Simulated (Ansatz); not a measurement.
A calculation with Ansatz (development build ahead of 0.2.0).

```yaml
crystal:
  periodic: [false, false, false]
  atoms:
    - { symbol: Cl, position_ang: [0.03763, -0.02523, -0.54773] }
    - { symbol: F, position_ang: [-0.01399, -0.04478, 1.09186] }
basis:
  gaussian: { orbitals: cc-pVDZ }
hamiltonian:
  xc: hf
```

The input is written out in the form of the current development build from the run's settings.

The run gave:

```json
{
  "Converged": "yes",
  "Total energy": "-558.84415 hartree",
  "Spin squared of the determinant": "0.000"
}
```
